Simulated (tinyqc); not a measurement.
RHF in the sto-3g basis, for H2O, spin multiplicity 1, step by step. One step of it, computed by the program tinyqc.

Question. Iteration 2: diagonalisation and new density. Diagonalise F' = X^T F X, C = X C', fill 5 alpha and 5 beta electrons from the bottom; D = 2 C_occ C_occ^T. Each column has its largest component positive (the first on a tie).

Fock matrix F (hartree), order 1O 1s, 1O 2s, 1O 2px, 1O 2py, 1O 2pz, 2H 1s, 3H 1s:
```
[[-20.216242, -5.162049, 0.000000, 0.000000, -0.029149, -0.958080, -0.958080],
 [-5.162049, -2.375915, 0.000000, 0.000000, -0.076142, -0.877356, -0.877356],
 [0.000000, 0.000000, -0.364188, 0.000000, 0.000000, 0.000000, 0.000000],
 [0.000000, 0.000000, 0.000000, -0.259446, 0.000000, -0.396254, 0.396254],
 [-0.029149, -0.076142, 0.000000, 0.000000, -0.317300, -0.287152, -0.287152],
 [-0.958080, -0.877356, 0.000000, -0.396254, -0.287152, -0.466142, -0.256556],
 [-0.958080, -0.877356, 0.000000, 0.396254, -0.287152, -0.256556, -0.466142]]
```

X, order 1O 1s, 1O 2s, 1O 2px, 1O 2py, 1O 2pz, 2H 1s, 3H 1s:
```
[[-0.337631, 0.000000, 0.743433, 0.000000, -0.607647, 0.000000, 0.180605],
 [1.099270, 0.000000, -0.257973, 0.000000, -0.266648, 0.000000, 0.457591],
 [0.000000, 0.000000, 0.000000, 1.000000, 0.000000, 0.000000, 0.000000],
 [0.000000, 0.923417, 0.000000, 0.000000, 0.000000, 0.661687, 0.000000],
 [0.436822, 0.000000, 0.656535, 0.000000, 0.663426, 0.000000, 0.182396],
 [-0.689488, -0.790549, -0.179698, 0.000000, 0.146370, 0.386449, 0.378333],
 [-0.689488, 0.790549, -0.179698, 0.000000, 0.146370, -0.386449, 0.378333]]
```

Give: F' = X^T F X; orbital energies; coefficients C; D after iteration 2.

Answer.

F' = X^T F X (hartree):
```
[[-0.0423, 0.0000, 1.9660, 0.0000, -1.5333, 0.0000, 0.4156],
 [0.0000, 0.6739, 0.0000, 0.0000, 0.0000, 0.1013, 0.0000],
 [1.9660, 0.0000, -9.0528, 0.0000, 8.6844, 0.0000, -4.2010],
 [0.0000, 0.0000, 0.0000, -0.3642, 0.0000, 0.0000, 0.0000],
 [-1.5333, 0.0000, 8.6844, 0.0000, -9.0602, 0.0000, 4.3442],
 [0.0000, 0.1013, 0.0000, 0.0000, 0.0000, -0.5815, 0.0000],
 [0.4156, 0.0000, -4.2010, 0.0000, 4.3442, 0.0000, -3.1909]]
```

orbital energies (hartree): [-20.2250, -1.1929, -0.5896, -0.4134, -0.3642, 0.4851, 0.6820]

coefficients C, order 1O 1s, 1O 2s, 1O 2px, 1O 2py, 1O 2pz, 2H 1s, 3H 1s:
```
[[0.9942, -0.2331, 0.0000, 0.0896, 0.0000, -0.1329, 0.0000],
 [0.0253, 0.8436, 0.0000, -0.4532, 0.0000, 0.7986, 0.0000],
 [0.0000, 0.0000, 0.0000, 0.0000, 1.0000, 0.0000, 0.0000],
 [0.0000, 0.0000, 0.5858, 0.0000, 0.0000, 0.0000, 0.9733],
 [0.0034, 0.0904, 0.0000, 0.8211, 0.0000, 0.6425, 0.0000],
 [-0.0052, 0.1737, 0.4484, 0.2645, 0.0000, -0.7564, -0.7571],
 [-0.0052, 0.1737, -0.4484, 0.2645, 0.0000, -0.7564, 0.7571]]
```

D after iteration 2, order 1O 1s, 1O 2s, 1O 2px, 1O 2py, 1O 2pz, 2H 1s, 3H 1s:
```
[[2.1017, -0.4242, 0.0000, 0.0000, 0.1116, -0.0439, -0.0439],
 [-0.4242, 1.8355, 0.0000, 0.0000, -0.5914, 0.0530, 0.0530],
 [0.0000, 0.0000, 2.0000, 0.0000, 0.0000, 0.0000, 0.0000],
 [0.0000, 0.0000, 0.0000, 0.6863, 0.0000, 0.5253, -0.5253],
 [0.1116, -0.5914, 0.0000, 0.0000, 1.3649, 0.4658, 0.4658],
 [-0.0439, 0.0530, 0.0000, 0.5253, 0.4658, 0.6024, -0.2017],
 [-0.0439, 0.0530, 0.0000, -0.5253, 0.4658, -0.2017, 0.6024]]
```
